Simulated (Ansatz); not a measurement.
Relaxation of CH$_{3}$Na (5 atoms, charge 0, multiplicity 1), to a largest force component of 0.02 eV/Å in at most 40 steps.

These are results of UKS B3LYP/STO-3G in Ansatz, not measurements.

```xyz
5
Properties=species:S:1:pos:R:3
C -0.067 -0.103 -0.184
Na 0.945 0.455 1.708
H -0.039 -1.142 -0.411
H -1.117 0.204 -0.102
H 0.328 0.512 -1.052
```

Q: Where does it end, and by what steps?

A: The forces met the threshold. Limits of this set-up: minimal basis. After 3 steps the energy has fallen by 0.189 eV; C1 moved furthest, 0.07 Å.

| step | energy less start (eV) | largest force component (eV/Å) | accepted |
| --- | --- | --- | --- |
| 0 | 0.0000 | 3.099 | yes |
| 1 | -0.1612 | 0.775 | yes |
| 2 | -0.1887 | 0.090 | yes |
| 3 | -0.1892 | 0.011 | yes |

```xyz
5
Properties=species:S:1:pos:R:3
C -0.061 -0.049 -0.135
Na 0.937 0.425 1.646
H -0.017 -1.121 -0.404
H -1.141 0.192 -0.124
H 0.333 0.478 -1.024
```

Time of the run: 2.2 s on 1 CPU thread of a shared host.
